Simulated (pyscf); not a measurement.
**Hydrogen abstraction: H₃Si–AsH₂ (SMILES [SiH3][AsH2]) + H• (SMILES [H]) -> •H₂Si–AsH₂ (SMILES [SiH2][AsH2]) + H₂ (SMILES [H][H])**

Gas phase, doublet surface, charge 0. Bonds broken: Si2–H5. Bonds formed: H5–H8. Optimised with ωB97X-D3(BJ)/def2-SVP in PySCF.

Transition state (Å):

```xyz
8

As    -1.8633    -0.9749     0.7331
Si    -0.2591     0.5619    -0.0361
H     -1.2991    -2.0955    -0.1244
H     -2.8688    -0.5589    -0.3276
H     -0.0988     0.5208    -1.5904
H     -0.6706     1.9403     0.3600
H      1.0609     0.2444     0.5827
H      0.0396     0.4946    -2.8633
```

One imaginary mode, 861i cm⁻¹; descent along it reached the two sides named.

| bond | change | reactant side (Å) | saddle | product side |
|---|---|---|---|---|
| Si2–H5 | breaks | 1.491 | 1.563 | 3.3 |
| H5–H8 | forms | 3.7 | 1.281 | 0.761 |

Electronic energies relative to the separated reactants (kcal/mol):

```
level                   barrier  reaction energy  reverse barrier
----------------------  -------  ---------------  ---------------
ωB97X-D3(BJ)/def2-TZVP      4.0            -14.4             18.3
PBE/def2-TZVP              -0.5            -17.2             16.7
r²SCAN/def2-TZVP           -1.6            -18.4             16.8
B3LYP-D3(BJ)/def2-TZVP     -0.5            -18.2             17.7
PBE0-D3(BJ)/def2-TZVP       1.1            -15.4             16.6
M06-2X/def2-TZVP            4.5            -17.2             21.7
ωB97M-D3(BJ)/def2-TZVP      4.0            -14.2             18.2
HF/def2-TZVP               11.4             -9.3             20.7
```

With ωB97M-D3(BJ)/def2-TZVP energies and thermal terms (ideal gas, 1 atm, RRHO with modes under 100 cm⁻¹ raised to 100, one conformer, R ln 2 for chiral ones without a mode under 150 cm⁻¹), in kcal/mol:

| T (K) | ΔH‡ | ΔG‡ | ΔH | ΔG |
|---|---|---|---|---|
| 298 | 2.6 | 8.7 | -13.4 | -14.7 |
| 600 | 2.3 | 15.1 | -13.4 | -16.1 |
| 900 | 2.2 | 21.5 | -13.8 | -17.4 |
| 1200 | 2.0 | 28.0 | -14.5 | -18.5 |

At PBE, r²SCAN, B3LYP-D3(BJ) this geometry lies under the reactants; that is no barrier but a single point on another level's saddle; such a level's own saddle, if it has one, lies nearer that side and is low. •H₂Si–AsH₂ lies 16.5 kcal/mol over its isomer H₃Si–AsH• (electronic energy, ωB97M-D3(BJ)/def2-TZVP). One saddle was located; it need not be the lowest between these sides. The angle at the transferred H is 180°. Elements up to Kr have no core potential and no relativistic terms here.
